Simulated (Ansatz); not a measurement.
System: 1T (CdI2-type) PtSe₂. Method: r²SCAN-D4 (plane waves, PAW; Ansatz, a program for electronic structure).

### Question
What does this level give for the interlayer binding energy, layer repeat distance and gap between the layers?

### Answer

- interlayer binding energy = 20.3 meV/Å²
- layer repeat distance = 5.376 Å
- gap between the layers = 2.774 Å

Spin–orbit coupling is not included.

The computed numbers hold no vibrational or temperature effects.

The result took about 8 core-minutes (a rough figure).
